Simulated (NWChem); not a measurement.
C4H6; SMILES CC#CC

Computed with NWChem. All runs use the structure optimised with PBE0/def2-SVP. Level: PBE0/def2-SVP with SMD (1 M gas to 1 M solution), gas-phase geometry.

For solvent toluene:

| Property | Value |
|---|---|
| solvation free energy (kcal/mol) | -4.2 |
| cavity-dispersion-structure term (kcal/mol) | -2.0 |

Task: What are these values for solvent water?

Result: 
* **solvation free energy (kcal/mol)**: -0.8
* **cavity-dispersion-structure term (kcal/mol)**: 3.3
